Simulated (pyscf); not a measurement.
Single points on ωB97X-D3(BJ)/def2-SVP structures (PySCF, gas phase).

Problem. For the elementary gas-phase step `[SiH3][O][SiH3]` + `[OH2]` → `[OH][SiH2][O][SiH3]` + `[H][H]` (singlet surface; H–Si, H–O broken, O–Si, H–H formed), what barrier and reaction energy does ωB97M-D3(BJ)/def2-TZVP give, measured from the separated reactants?

Solution. ΔE‡ = 33.8 kcal/mol, ΔE = -22.7 kcal/mol. Zero-point energy shifts the barrier by -0.2 kcal/mol. It is a four-centre exchange, with an imaginary mode of 1340i cm⁻¹. One saddle was located; it need not be the lowest between these sides.
